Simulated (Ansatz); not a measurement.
# HAl–Ga–F, singlet: vertical spin and charge gaps

Geometry (PBE0/def2-TZVP stationary point for this spin, not checked as a minimum):

```xyz
4

Al    0.0000   -0.3165    2.3078
Ga    0.0000    0.2395   -0.3874
F     0.0000   -0.4984   -1.9957
H     0.0000    1.2983    2.6383
```

Basis cc-pVTZ; Ansatz 0.2.0. Correlated methods freeze the noble-gas cores and the filled d shells of p-block atoms. R marks a restricted (for open shells ROHF) determinant, U an unrestricted one. No spin–orbit coupling is included, and no scalar relativity.

Gaps are energies of the second state less the first, at fixed atoms, for a selection of the levels run; each method lands on the state that its own search finds for that charge and spin.

Unrestricted rows (U, and Kohn–Sham where it breaks symmetry) aren't spin-pure: their determinants' ⟨S²⟩ exceeds S(S+1) by up to 0.33, so they mix in states of higher spin. A value is left out where its run failed or describes another state than the reference as far as symmetry and spin tell, or, spin-broken singlets apart, can't be checked.

Removing an electron, to the doublet: 7.809 eV at UCCSDT(Q).

```tsv
level	gap (eV)	error (meV)	⟨S²⟩ where 0.1 over S(S+1) (first / second)
UHF	6.795	-1014	0.33 / –
UMP2	7.375	-434	0.33 / –
UCCSD	7.735	-74	0.33 / –
UCCSD(T)	7.793	-16	0.33 / –
BCCD(T)	7.805	-4	– / –
UCCSDT	7.803	-6	0.33 / –
PBE	7.779	-30	– / –
r2SCAN	7.700	-109	– / –
PBE0	7.767	-42	– / –
B3LYP	7.903	94	– / –
wB97M-V	7.849	40	– / –
B2PLYP	7.754	-55	– / –
RPA-PBE	8.045	236	– / –
```

Triplet less singlet: 1.342 eV at UCCSDT(Q).

| level | gap (eV) | error (meV) | ⟨S²⟩ where 0.1 over S(S+1) (first / second) |
| --- | --- | --- | --- |
| UHF | 0.814 | -528 | 0.33 / – |
| UMP2 | 1.048 | -294 | 0.33 / – |
| UCCSD | 1.326 | -16 | 0.33 / – |
| UCCSD(T) | 1.343 | 1 | 0.33 / – |
| BCCD(T) | 1.355 | 13 | – / – |
| UCCSDT | 1.339 | -3 | 0.33 / – |
| PBE | 1.207 | -135 | – / – |
| r2SCAN | 1.005 | -337 | – / – |
| PBE0 | 1.189 | -153 | – / – |
| B3LYP | 1.414 | 72 | – / – |
| wB97M-V | 1.573 | 231 | – / – |
| B2PLYP | 1.402 | 60 | – / – |
| RPA-PBE | 1.338 | -4 | – / – |

Functionals correlate the shells that the reference freezes, so part of their error here is the reference's.

Full CI isn't at hand for all of this; UCCSDT(Q) serves as the reference, and is uncertain by the last step of the cluster series or more. The frozen core follows each run's orbitals, which can shift R against U totals by a few meV for light atoms and by up to 0.1 eV past Ca.
